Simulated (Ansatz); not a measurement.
# BHO (SMILES B=O): single points off equilibrium

One table from this session's results is given with a row withheld; the runs are named, their logs left out.

Method: single points in def2-TZVPP; program: Ansatz 0.2.0, Gaussian basis.

Cores are frozen in the correlated methods. B3LYP uses VWN-RPA correlation.

### The system as given

3 atoms, charge 0, spin multiplicity 1.

Atoms are counted from 1 here; the program's logs count them from 0.

Bond lengths: B1–O2 1.305 Å, B1–H3 1.076 Å. Angles: O2–B1–H3 176.1°.

Coordinates:

```xyz
3

B    -0.0383    0.0387   -0.0730
O     1.0087    0.4935    0.5587
H    -0.8696   -0.4018   -0.5948
```

Set-up of the first run:

run/in.yaml

```yaml
crystal:
  periodic: [false, false, false]
  atoms:
    - {symbol: B, position_ang: [-0.038300, 0.038700, -0.073000]}
    - {symbol: O, position_ang: [1.008700, 0.493500, 0.558700]}
    - {symbol: H, position_ang: [-0.869600, -0.401800, -0.594800]}
basis:
  gaussian: {orbitals: def2-TZVPP}
correlation: {method: ccsd_t}
output: {forces: true}
```

The command line of these runs was not kept.

Steps of the session up to this table: CCSD(T)/def2-TZVPP; PBE0-D4/def2-TZVPP; wB97M-V/def2-TZVPP; r2SCAN-D4/def2-TZVPP; PBE-D4/def2-TZVPP; B97M-V/def2-TZVPP; B3LYP-D4/def2-TZVPP.

One table of the session follows, with a row left open; its other results are not shown here.

| method | RMS force component (eV/Å) | angle to CCSD(T) forces (°) | dipole (D) |
| --- | --- | --- | --- |
| CCSD(T) | 3.971 | reference | 2.91 |
| PBE0-D4 | 4.426 | 1.7 | 3.10 |
| wB97M-V | 4.348 | 2.6 | 3.14 |
| r2SCAN-D4 | 4.209 | 1.1 | 3.00 |
| PBE-D4 | 3.962 | 1.2 | 2.82 |
| B97M-V | ? | ? | ? |
| B3LYP-D4 | 4.277 | 2.1 | 3.09 |

**Question.** Estimate the row for B97M-V.

The run gave: RMS force component (eV/Å): 4.284; angle to CCSD(T) forces (°): 3.0; dipole (D): 3.00. In the column «RMS force component (eV/Å)» it lies between B3LYP-D4 (4.277) and wB97M-V (4.348).
